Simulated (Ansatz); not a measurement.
# doublet Si₂H₆(+): levels of theory in one basis

```yaml
atoms:
  - { symbol: Si, position_ang: [0.0000, 0.0000, -1.3931] }
  - { symbol: Si, position_ang: [0.0000, 0.0000, 1.3931] }
  - { symbol: H, position_ang: [1.4560, -0.0026, -1.6008] }
  - { symbol: H, position_ang: [-0.7303, -1.2596, -1.6008] }
  - { symbol: H, position_ang: [-0.7257, 1.2623, -1.6008] }
  - { symbol: H, position_ang: [-1.4560, -0.0094, 1.6008] }
  - { symbol: H, position_ang: [0.7361, -1.2562, 1.6008] }
  - { symbol: H, position_ang: [0.7199, 1.2656, 1.6008] }
```

Basis set: cc-pVTZ on H; cc-pV(T+d)Z on Si (spherical functions). Left uncorrelated: 10 orbitals. Correlation on ROHF uses semicanonical orbitals with singles. Charge 1, multiplicity 2.

Computed with Ansatz (development build ahead of 0.2.0); each method stands on the lowest determinant of its kind that the runs found.

| method | E − E(ROHF) (eV) | <S²> of the determinant |
| --- | --- | --- |
| ROHF | 0.00 | 0.75 |
| UHF | -0.05 | 0.76 |
| ROHF-MP2 | -6.25 | – |
| UHF-MP2 | -6.25 | 0.76 |

Task: Is a single determinant a sound starting point here?

Result: By this sign, yes. Unrestricted orbitals gain 0.05 eV and <S²> is 0.76 against 0.75 for a pure state.
